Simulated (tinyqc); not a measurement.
A ladder of methods, and size consistency: correlation methods against full CI in the sto-6g basis, for BH3, spin multiplicity 1. Computed by the program tinyqc with PySCF. All electrons correlated; +Q is the Davidson correction (1 - c0^2) E_corr. The last columns treat two copies 100 angstrom apart as one system. FCI is the lowest singlet.

Geometry (angstrom):
```
atom,x,y,z
B,0.0000,0.0000,0.0060
H,1.1120,0.0000,0.0000
H,-0.5560,0.9630,0.0000
H,-0.5560,-0.9630,0.0000
```

RHF energy of one = -26.327479 hartree

Correlation energies (hartree):
```
method,E_corr of one,share of FCI (%),E_corr of two at 100 angstrom,two minus twice one (mhartree)
MP2,-0.03304,69.797,-0.06609,0.000
CISD,-0.04632,97.849,-0.09047,2.185
CISD+Q,-0.04747,100.270,-0.09463,0.310
CCSD,-0.04705,99.383,-0.09410,0.000
CCSD(T),-0.04724,99.779,-0.09448,0.000
FCI,-0.04734,100.000,-,-
```

What does the comparison show, and why?

MP2 recovers 70 %, CISD 97.8 % and CCSD 99.4 % of the FCI value (c0^2 = 0.975 in CISD). MP2 and coupled cluster are size consistent, so their last column vanishes; CISD loses 2.18 mhartree, since a double excitation on each copy is a quadruple of the pair, and the Davidson correction leaves +0.31.
